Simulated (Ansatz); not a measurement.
A run of Ansatz (development build ahead of 0.2.0) on singlet SO₃ at this shape:

```xyz
4

S    -0.0528    0.0351   -0.0401
O     2.1204   -0.0480    0.0397
O    -1.1208    1.9332   -0.0193
O    -1.1099   -1.9194    0.0510
```

Its results:

```
Converged                       : yes
Total energy                    : -621.43217 hartree
Spin squared of the determinant : 0.000
```

(1) Which input gives this output? Name the method, the orbitals and the basis set, and write the input.

Answers

(1) RHF in 6-31G. An unrestricted run that stays on the closed shell gives the same numbers.

```yaml
crystal:
  periodic: [false, false, false]
  atoms:
    - { symbol: S, position_ang: [-0.05281, 0.03507, -0.04007] }
    - { symbol: O, position_ang: [2.12041, -0.04798, 0.03968] }
    - { symbol: O, position_ang: [-1.1208, 1.93319, -0.01928] }
    - { symbol: O, position_ang: [-1.10985, -1.9194, 0.05102] }
basis:
  gaussian: { orbitals: "6-31G" }
hamiltonian:
  xc: hf
```

Caution: stretched shape with no unrestricted run beside it, a lower state can exist.
